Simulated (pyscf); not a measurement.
Structures and frequencies: ωB97X-D3(BJ)/def2-SVP in PySCF.

For `[BeH][CH2][CH3]` + `[CH3][CH3]` -> `[CH3][CH2][Be][CH2][CH3]` + `[H][H]`, a four-centre exchange (singlet surface; Be–H, C–H broken, Be–C, H–H formed), PBE/def2-TZVP gives ΔE‡ = 1.09 eV and ΔE = +0.28 eV (zero: the separated reactants). In which direction and how far do r²SCAN/def2-TZVP, B3LYP-D3(BJ)/def2-TZVP, ωB97M-D3(BJ)/def2-TZVP move these?

r²SCAN: ΔE‡ = 1.14 eV, ΔE = +0.28 eV; B3LYP-D3(BJ): ΔE‡ = 1.36 eV, ΔE = +0.31 eV; ωB97M-D3(BJ): ΔE‡ = 1.35 eV, ΔE = +0.31 eV. PBE's barrier lies under all of them, by 0.05 to 0.26 eV. Its reaction energy matches one of them and lies within 0.04 eV of the others. At the saddle there is also a short Be–H contact that neither side keeps. HBe–CH₂–CH₃ lies 0.78 eV over its isomer H₃C–Be–CH₃ (electronic energy, ωB97M-D3(BJ)/def2-TZVP). One saddle was located; it need not be the lowest between these sides.
